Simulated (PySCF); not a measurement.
methylamine (CH5N), SMILES CN.

Geometry: PBE-D3(BJ)/def2-TZVP.

Computed with PBE-D3(BJ)/def2-TZVP (PySCF).

Frequencies are harmonic and unscaled.

| mode | ν (cm⁻¹) | IR (km/mol) | moving atoms (share of kinetic energy) |
|---|---|---|---|
| 1 | 301 | 36.8 | H 98 % |
| 2 | 814 | 159.4 | H 79 %, N 19 % |
| 3 | 948 | 0.1 | H 95 % |
| 4 | 1041 | 7.7 | C 40 %, N 34 %, H 26 % |
| 5 | 1133 | 5.4 | H 68 %, C 20 %, N 12 % |
| 6 | 1307 | 0.2 | H 73 %, C 17 %, N 10 % |
| 7 | 1404 | 1.8 | H 86 %, C 14 % |
| 8 | 1443 | 7.4 | H 95 % |
| 9 | 1466 | 4.2 | H 97 % |
| 10 | 1614 | 22.6 | H 93 % |
| 11 | 2893 | 99.6 | H 95 % |
| 12 | 2996 | 33.3 | H 93 % |
| 13 | 3035 | 28.9 | H 91 %, C 9 % |
| 14 | 3404 | 1.0 | H 96 % |
| 15 | 3481 | 0.1 | H 92 %, N 8 % |
